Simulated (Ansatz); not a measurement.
in.yaml

```yaml
crystal:
  periodic: [false, false, false]
  atoms:
    - {symbol: Al, position_ang: [0.000000, 0.000000, 0.667829]}
    - {symbol: O, position_ang: [0.000000, 0.000000, -1.037569]}
    - {symbol: H, position_ang: [0.000000, 1.801583, 0.292106]}
    - {symbol: H, position_ang: [0.000000, -1.801583, 0.292106]}
    - {symbol: H, position_ang: [0.000000, 0.000000, -1.991619]}
basis:
  gaussian: {orbitals: cc-pVDZ}
magnetization: {spin_polarized: false, initial_magnetization: 2}
correlation: {active_space: {window: {electrons: 2, orbitals: 9}}}
output: {forces: true}
```

```sh
$ ansatz run in.yaml --threads 1 --pin off --events-out ev --progress --plain --max-ram 2393MiB
```

Problem. Roughly how long does this take on 1 thread of Arm Neoverse V1, shared host, and how much host memory?

Solution. 5 s wall and 0.17 GiB.

```
437 factors; integrals over basis functions are off by at most 1.4e-3 eV
mean field evaluation 1: about -8660.6711 eV, gradient 3.3e1 eV
mean field evaluation 2: about -8660.7079 eV, gradient 3.3e1 eV
mean field evaluation 4: about -8663.1036 eV, gradient 3.1e0 eV
mean field evaluation 8: about -8663.1745 eV, gradient 1.0e0 eV
mean field evaluation 16: about -8663.2389 eV, gradient 2.2e-5 eV
mean field evaluation 32: about -8661.4041 eV, gradient 1.0e0 eV
mean field evaluation 64: about -8661.2623 eV, gradient 4.4e-1 eV
mean field -8663.23885157 eV, -318.3681556408 hartree, gradient 1.8e-6 eV, S^2 2.000000; 6 other end points of the search recorded, 0 dependent functions left out
reference -8663.23885157 eV, -318.3681556408 hartree; 13, 11 occupied and 34, 36 virtual orbitals, 437 factors
state -8663.26121473 eV, -318.3689774720 hartree
the calculation of the forces begins
Total energy: -8663.26121473 eV, -318.3689774720 hartree
Atom 0 at     0.000000     0.000000     0.667829 Å, force     0.000000    -0.000000     0.190334 eV/Å
Atom 1 at     0.000000     0.000000    -1.037569 Å, force    -0.000000    -0.000000    -1.093790 eV/Å
Atom 2 at     0.000000     1.801583     0.292106 Å, force    -0.000000     0.896929    -0.025028 eV/Å
Atom 3 at     0.000000    -1.801583     0.292106 Å, force    -0.000000    -0.896929    -0.025028 eV/Å
Atom 4 at     0.000000     0.000000    -1.991619 Å, force     0.000000     0.000000     0.953511 eV/Å
Dipole moment:    -0.000000     0.000000    -0.292189 e Å
```

Forces (eV/Å):
```
Al   0.000  0.000  0.190
O    0.000  0.000 -1.094
H    0.000  0.897 -0.025
H    0.000 -0.897 -0.025
H    0.000  0.000  0.954
```
